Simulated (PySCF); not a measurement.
# Structure from 2D NMR

Compound of formula C3HF3. Correlations simulated from computed shifts and couplings:

HSQC (one-bond C–H):
| δH | δC | 1J(C,H) (Hz) |
| --- | --- | --- |
| 2.29 | 84.2 | 276 |

HMBC (two and three bonds, |J| ≥ 2.5 Hz):
| δH | δC [abs. J in Hz] |
| --- | --- |
| 2.29 | 122.8 [5.6], 75.4 [54.4] |

Carbons without hydrogens: δ 122.8, 75.4.

How the numbers were obtained: NMR shieldings at PBE0/pcSseg-1/GIAO, geometry: GFN2-xTB, J: B3LYP/pcJ-1, in PySCF (gas phase, single conformer, equivalent nuclei averaged, no relativistic terms).

δ = σ(ref) − σ, references computed at the same level: 1H and 13C against TMS.

Exchangeable hydrogens are left out of these lists, and C,H couplings along chains are those of one rotamer, so weak HMBC peaks may be missing or extra.

Q: Work out the connectivity.

A: 3,3,3-trifluoroprop-1-yne (SMILES C#CC(F)(F)F).

Atoms are numbered as in `[CH:1]#[C:2][C:3]([F:4])([F:5])[F:6]`. Each H is labelled by its parent atom.

δC 122.8 is C3, a CF3 carbon. δC 84.2 is C1, a terminal alkyne carbon (δH 2.29). δC 75.4 is C2, an alkyne carbon. HMBC from δH 2.29 reaches the proton-free carbons C3, C2.

The data come from this structure; uniqueness wasn't tested.

Common functionals overestimate the size of one-bond C–F couplings by tens of Hz; these are unscaled. Shifts are as computed. Against solution values, carbons near 30 ppm lie about +3 ppm off and those near 130 ppm about +5 ppm. Of 1211 compounds with measured shifts, 218 miss one by over three times the rms of a fit or turn the order of signals round; such compounds aren't used in these exercises.
